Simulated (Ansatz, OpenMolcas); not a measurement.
Appearance energy of a fragment ion: HNO → NO+ + H + e⁻

Species: HNO (nitroxyl) `N=O`, singlet; NO+ (nitrosonium), singlet; H atom, doublet. 

Shapes, held fixed at every level: PBE0-D4/def2-TZVP; NO+ at the measured bond length. Programs: Ansatz 0.2.0, OpenMolcas 26.06. Electronic energies: no zero-point or thermal term.

| level | kind | ΔE (eV) |
| --- | --- | --- |
| PBE/STO-3G | GGA | +12.52 |
| r2SCAN0/STO-3G | global hybrid | +12.61 |
| CAM-B3LYP/STO-3G | range-separated hybrid | +12.75 |
| B2PLYP/STO-3G | double hybrid | +11.69 |
| CCSDT/STO-3G | coupled cluster or CI | +10.31 |
| CCSDTQ/STO-3G | coupled cluster or CI | +10.30 |
| B3LYP/6-31G* (Cartesian functions) | global hybrid | +11.91 |

B3LYP/6-31G* (Cartesian functions) gives ΔE = +11.91 eV; the levels span +10.30 to +12.75. The median of the levels is +11.91. No measured value is set beside it here. Open shells run unrestricted unless RO is named. The onset seen in experiment also holds zero-point changes and kinetic shifts. Rows in sets without polarisation functions are far from converged.
